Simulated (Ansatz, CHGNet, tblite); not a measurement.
## Ladder of methods for the polycrystal shear modulus of zinc-blende BP

Reference value: 166 GPa (measured, temperature not stated, not corrected to a static lattice, Hill average of measured single-crystal constants; as tabulated in Mahat et al. (2021), doi:10.1103/physrevmaterials.5.033606).

```
level (code)         value (GPa)  cell (Å³/atom)  difference (%)
-------------------  -----------  --------------  --------------
GFN1-xTB (tblite)            135           11.96           -18.7
CHGNet 0.3.0                26.8           11.71             -84
LDA (Ansatz)                 169           11.32            +1.8
PBE (Ansatz)                 162           11.76            -2.4
PBE-D3(BJ) (Ansatz)          169           11.45            +1.8
```

The reference's temperature isn't stated, so close values are not ranked against it. Off by more than 25 %, or 35 % on the side where a correction would as a rule narrow the miss (bounds picked here): CHGNet 0.3.0 (-84 %).

The reference isn't brought to a static lattice, while the calculations are for one, so the differences are not the levels' errors alone. A static lattice is as a rule stiffer than a warm one, by over a tenth in soft solids.  GFN1-xTB: the method was fitted mainly to molecules. GFN1-xTB: the run uses a supercell at the zone centre in place of a k mesh. PBE-D3(BJ): the dispersion coefficients are held fixed in the derivatives. Each level is taken at its own relaxed cell. Ansatz's density-functional and Hartree–Fock values are scalar-relativistic unless marked +SOC, with PAW data made under PBE.

Machine-learned potentials (CHGNet 0.3.0) are trained on DFT data: a solid inside that data is no test of them.

Differences are worked out from the printed values.

Ansatz is an electronic-structure program.
